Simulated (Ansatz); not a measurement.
# Elastic constant C11 of some fcc solids

Method: r²SCAN in Ansatz (plane waves, PAW). References are measured values at low temperature.

Values in GPa.

| solid | reference | r²SCAN | error (%) |
|---|---|---|---|
| fcc Al | 114 | 132 | +15.8 |
| fcc Cu | 176¶ | 202 | +14.8 |
| fcc Ag | 131 | 124 | -5.3 |
| fcc Pt | 358 | 329 | -8.1 |
| fcc Pd | 234¶ | 213 | -9.0 |
| fcc Au | 202¶ | 172 | -14.9 |

Over these 6 solids the mean error is -1.1 %, the mean absolute error 11.3 % (median 11.9 %), and the worst case fcc Al at +15.8 %; the value is too low in 4 of 6 cases.

All these references are low-temperature values that still hold zero-point motion.

Spin–orbit coupling is left out, also for the solids with elements from indium on (fcc Pt, fcc Au); its size isn't shown.

¶ marks references of a special kind: fcc Cu, 176 GPa (measured, 0 K, extrapolated to 0 K; zero-point effects included; as tabulated in Malica and Corso (2021), arXiv:2109.00459); fcc Pd, 234 GPa (measured, 0 K, extrapolated to 0 K; zero-point effects included; as tabulated in Malica and Corso (2021), arXiv:2109.00459); fcc Au, 202 GPa (measured, 0 K, extrapolated to 0 K; zero-point effects included; as tabulated in Malica and Corso (2021), arXiv:2109.00459).

Differences are worked out from the printed values.

Each level is taken at its own relaxed cell. Ansatz's density-functional and Hartree–Fock values are scalar-relativistic unless marked +SOC, with PAW data made under PBE.

Ansatz's runs of these crystals have no spin polarisation. Meta-GGAs and exact exchange favour moments, which can bear on fcc Pt, fcc Pd.

Not in this set, of the fcc solids with a reference value in our tables and a result at some level: 4 for a reference at room or unstated temperature; 1 for a run that failed a test (r²SCAN). These can be a level's best or worst cases. Solids without a released value at any level aren't counted. L1₀ solids are left out, as their cells have other axes than the references. Layered and molecular crystals are counted apart. The metals Ce to Yb are counted apart.

References as tabulated in Li et al. (2021), arXiv:2102.01972; Malica and Corso (2021), arXiv:2109.00459.

Ansatz is an electronic-structure program.
